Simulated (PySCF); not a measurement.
Computed with PBE0-D4/def2-TZVP (PySCF 2.14.0). All species are isolated molecules in the gas phase. One relaxed conformer stands for a flexible species; it need not be the lowest. 

Reference species (SMILES): `[C]#N` (neutral, multiplicity 2).

```json
{
 "highest_occupied_spin_orbital": "-10.83 eV"
}
```

Changed species: `[CH2]OC` (radical fragment; the reference has radical fragment).

Task: Give the shifts of the highest occupied spin orbital.

Result: the highest occupied spin orbital rises by 5.74 eV, to -5.09 eV.
